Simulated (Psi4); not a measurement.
# SiH2Cl (SMILES [SiH2]Cl): USCAN/cc-pCVTZ (sweep point 4)

What is the energy change on altering one bond length of SiH2Cl at USCAN/cc-pCVTZ (sweep point 4)? 

Program for the calculation: Psi4 1.11.

**1. The structure to begin with**

SiH2Cl: 4 atoms, total charge 0, spin state doublet. As SMILES, `[SiH2]Cl`. Geometry: relaxed at GFN2-xTB.

Bond lengths: Si1–Cl2 2.022 Å, Si1–H3 1.451 Å, Si1–H4 1.451 Å. Angles: Cl2–Si1–H3 110.3°, Cl2–Si1–H4 110.2°, H3–Si1–H4 114.9°.

**2. The energy at USCAN/cc-pCVTZ (sweep point 4)**

The input, job.dat:

```
memory 1600 MB

molecule system {
  0 2
  Si    -0.283580     0.237700     0.131590
  Cl     1.597690    -0.059610     0.811090
  H     -1.065000    -0.978280     0.263310
  H     -0.249110     0.800200    -1.205980
  symmetry c1
}

set basis cc-pCVTZ
set reference uks
set puream true
set scf_type pk
set dft_radial_points 99
set dft_spherical_points 590
set maxiter 150

energy("scan")
```

Run with:

```console
$ psi4 -n 1 job.dat job.out
```

job.out, shortened:

```text
[...]
  Running in c1 symmetry.
[...]
  Nuclear repulsion =   78.978688451799243
[...]
  Multiplicity = 2
[...]
  Nalpha       = 17
  Nbeta        = 16
[...]
    Number of basis functions: 146
[...]
   @UKS iter   1:  -750.91564138310423   -1.54544e-01   3.14423e-03 ADIIS/DIIS
[...]
   @UKS iter   8:  -750.97532547310470   -2.06207e-08   5.69227e-07 DIIS
[...]
   @S^2 Observed:                7.535830668E-01
[...]
    Orbital Energies [Eh]
    ---------------------
    Alpha Occupied:
       1A   -101.226222     2A    -65.873842     3A     -9.373771
       4A     -7.115596     5A     -7.111465     6A     -7.110279
       7A     -5.240102     8A     -3.585867     9A     -3.583455
      10A     -3.580239    11A     -0.804943    12A     -0.514788
      13A     -0.379623    14A     -0.371384    15A     -0.334126
      16A     -0.303307    17A     -0.200786
    Alpha Virtual:
      18A     -0.023788    19A      0.021458    20A      0.029847
      21A      0.110172    22A      0.150325    23A      0.152603
      24A      0.183160    25A      0.196460    26A      0.221529
[...]
  @UKS Final Energy:  -750.97532547310470
   => Energetics <=
    Nuclear Repulsion Energy =             78.9786884517992434
    One-Electron Energy =               -1195.1153545914803544
    Two-Electron Energy =                 415.1595000893418046
    DFT Exchange-Correlation Energy =     -49.9981594227652408
    Empirical Dispersion Energy =           0.0000000000000000
    VV10 Nonlocal Energy =                  0.0000000000000000
    Total Energy =                       -750.9753254731047036
[...]
 Multipole Moments:
 ------------------------------------------------------------------------------------
     Multipole            Electronic (a.u.)      Nuclear  (a.u.)        Total (a.u.)
 ------------------------------------------------------------------------------------
 L = 1.  Multiply by 2.5417464519 to convert [e a0] to [Debye]
 Dipole X            :          3.0717471           -3.4048088           -0.3330617
 Dipole Y            :          0.1772754           -0.1734506            0.0038248
 Dipole Z            :          1.9147628           -2.0930649           -0.1783021
 Magnitude           :                                                    0.3778047
[...]
```

Run time: 29 s. Hardware: 1 thread of Intel Xeon 6975P-C (Granite Rapids), shared host; peak memory 1.4 GiB.

**3. The distorted shape**

The input, calc.inp:

```
memory 1600 mb

molecule {
  0 2
  Si    -0.290473     0.125212     0.399074
  Cl     1.590797    -0.172098     1.078574
  H     -1.071893    -1.090768     0.530794
  H     -0.249110     0.800200    -1.205980
  units angstrom
  symmetry c1
}

set globals {
  basis cc-pCVTZ
  reference uks
  puream true
  scf_type pk
  dft_radial_points 99
  dft_spherical_points 590
  maxiter 150
}

energy('scan')
```

Run with:

```console
$ psi4 -n 1 calc.inp calc.out
```

calc.out, shortened:

```text
[...]
  Running in c1 symmetry.
[...]
  Nuclear repulsion =   77.881143502080093
[...]
  Multiplicity = 2
[...]
  Nalpha       = 17
  Nbeta        = 16
[...]
    Number of basis functions: 146
[...]
   @UKS iter   1:  -750.90712138249671   -2.00777e-01   3.06116e-03 DIIS/ADIIS
[...]
   @UKS iter   8:  -750.96087339250175   -4.98646e-08   8.58485e-07 DIIS
[...]
   @S^2 Observed:                7.534876904E-01
[...]
    Orbital Energies [Eh]
    ---------------------
    Alpha Occupied:
       1A   -101.230935     2A    -65.891481     3A     -9.378387
       4A     -7.120265     5A     -7.116052     6A     -7.114896
       7A     -5.253633     8A     -3.599417     9A     -3.597080
      10A     -3.594186    11A     -0.808965    12A     -0.506181
      13A     -0.382487    14A     -0.355375    15A     -0.337624
      16A     -0.299778    17A     -0.204587
    Alpha Virtual:
      18A     -0.028341    19A     -0.020595    20A      0.026184
      21A      0.112973    22A      0.148718    23A      0.150039
      24A      0.179997    25A      0.193677    26A      0.222943
[...]
  @UKS Final Energy:  -750.96087339250175
   => Energetics <=
    Nuclear Repulsion Energy =             77.8811435020800928
    One-Electron Energy =               -1192.7748053463192264
    Two-Electron Energy =                 413.8676591228957591
    DFT Exchange-Correlation Energy =     -49.9348706711582722
    Empirical Dispersion Energy =           0.0000000000000000
    VV10 Nonlocal Energy =                  0.0000000000000000
    Total Energy =                       -750.9608733925017532
[...]
 Multipole Moments:
 ------------------------------------------------------------------------------------
     Multipole            Electronic (a.u.)      Nuclear  (a.u.)        Total (a.u.)
 ------------------------------------------------------------------------------------
 L = 1.  Multiply by 2.5417464519 to convert [e a0] to [Debye]
 Dipole X            :          3.0920928           -3.3984518           -0.3063589
 Dipole Y            :         -0.0055139           -0.0697091           -0.0752230
 Dipole Z            :          2.3086379           -2.3397508           -0.0311129
 Magnitude           :                                                    0.3169894
[...]
```

It took 29 s on 1 thread of Intel Xeon 6975P-C (Granite Rapids), shared host; peak memory 1.4 GiB.

**4. Outcome**

At USCAN/cc-pCVTZ (sweep point 4):

| quantity | value |
| --- | --- |
| first shape: total energy | -750.97533 Eh |
| first shape: dipole moment | 0.96 D |
| first shape: HOMO energy (highest over α and β) | -5.46 eV |
| first shape: LUMO energy (lowest over α and β) | -2.96 eV |
| first shape: ⟨S²⟩ | 0.754 |
| distorted shape: total energy | -750.96087 Eh |
| distorted shape: dipole moment | 0.81 D |
| distorted shape: HOMO energy (highest over α and β) | -5.57 eV |
| distorted shape: LUMO energy (lowest over α and β) | -3.13 eV |
| distorted shape: ⟨S²⟩ | 0.753 |
| energy change with the Si1–H4 bond stretched from 1.451 to 1.742 Å | 0.393 eV |

**Reading.** With the Si1–H4 bond stretched from 1.451 to 1.742 Å the energy rises by 0.39 eV (37.9 kJ/mol). The first shape isn't relaxed at this level, so the change isn't measured from a minimum.
